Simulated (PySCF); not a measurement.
# Property card for H3SiCH2F, `FC[SiH3]`

Compound: H3SiCH2F, CH5FSi.
Z-matrix (Å and degrees, GFN2-xTB geometry), rows numbered from 1:
```
F 
C   1  1.3818
Si  2  1.9170  1  110.21
H   2  1.0935  1  106.21  3   122.46
H   2  1.0934  1  106.21  3  -122.49
H   3  1.4608  2  108.31  1   -60.08
H   3  1.4607  2  108.20  1    60.41
H   3  1.4633  2  106.03  1  -179.87
```

Among its groups: C–F bond, Si–H bond and C–Si bond.

GFN2-xTB geometry:

| Quantity | Value |
| --- | --- |
| Point group of the GFN2-xTB geometry | Cs |
| Rotational constants A, B, C of the GFN2-xTB geometry | 27.733, 4.986, 4.571 GHz |

From B3LYP/def2-SVPD ground state and vertical TDDFT (core frozen in the response) (PySCF):

| Item | Value |
| --- | --- |
| Dipole moment | 1.69 D |
| HOMO energy | -8.46 eV |
| LUMO energy | 0.06 eV |
| HOMO–LUMO gap | 8.52 eV |
| Lowest singlet excitation | 7.54 eV (164 nm, f = 0.048) |
| Strongest line among the 8 lowest singlet transitions | S3 at 8.39 eV (148 nm, f = 0.167) |
| Lowest triplet excitation (Tamm–Dancoff) | 7.09 eV |
| Static isotropic polarisability | 42.8 au |
| Electronic spatial extent ⟨r²⟩ about the centre of nuclear charge | 297 bohr² |

Monoisotopic mass (most abundant isotopes): 64.0145 u.

The dipole matches unit charges of opposite sign 0.35 Å apart (1 e·Å = 4.8032 D). A dipole of 1.69 D is allowed in Cs, and pure rotational transitions are dipole-allowed. No computed singlet falls in the visible range (750 to 380 nm, 1.65 to 3.26 eV); S1 lies 4.28 eV above its blue end. With B = h/(8π²I), that is 505.379 GHz u Å² over I, the principal moments of inertia are 18.2, 101.4 and 110.6 u Å² (most abundant isotopes). The rotational constants make it an asymmetric top with κ = (2B − A − C)/(A − C) = -0.96, nearer the prolate limit (−1).

Geometry: GFN2-xTB; no solvent, vibrations or thermal averaging.

For the TDDFT job (B3LYP/def2-SVPD), hardware: one thread of an Arm Neoverse V1, on a shared host. Cost: 5.2 s wall.
